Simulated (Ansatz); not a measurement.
Born–Oppenheimer molecular dynamics of C₃H₄FN (9 atoms, charge 0, multiplicity 1). It goes on from the last frame of an earlier run, with new velocities.

Method: UKS PBE0-D4/6-31G in Ansatz 0.2.0.

* ensemble: NVT, Langevin thermostat
* time step: 0.5 fs
* steps asked: 266
* set temperature: 500 K
* friction: 0.01 /fs
* seed: 76132

First frame:

```xyz
9
Properties=species:S:1:pos:R:3
N -0.476 0.841 1.346
C -0.246 -0.089 0.424
C 0.955 -0.727 0.151
C -0.206 -0.193 -1.098
F -0.575 1.151 -1.282
H -1.231 1.359 1.114
H 1.166 -1.802 0.296
H 1.951 -0.200 0.158
H -0.436 -1.106 -1.810
```

How far do the bonds stretch over the last three quarters of this one trajectory? (Pairs bonded in most of those frames.)


```csv
bond,mean (Å),spread (Å),shortest,longest
N1–C2,1.273,0.024,1.20,1.32
N1–H6,1.042,0.057,0.95,1.14
C2–C3,1.482,0.028,1.41,1.55
C2–C4,1.511,0.055,1.42,1.64
C3–C4,1.535,0.056,1.44,1.64
C3–H7,1.091,0.023,1.04,1.13
C3–H8,1.092,0.019,1.05,1.13
C4–F5,1.437,0.030,1.39,1.51
C4–H9,1.096,0.028,1.02,1.15
```

Mean temperature of the second half: 703 K. The mean temperature of the second half is 41 % above the set value. A run of 0.13 ps of so small a system gives no equilibrium averages. Limits of this set-up: no polarisation functions.

Time of the run: 12 min on 2 threads of Arm Neoverse N1, on a shared host, peak memory 0.15 GiB.
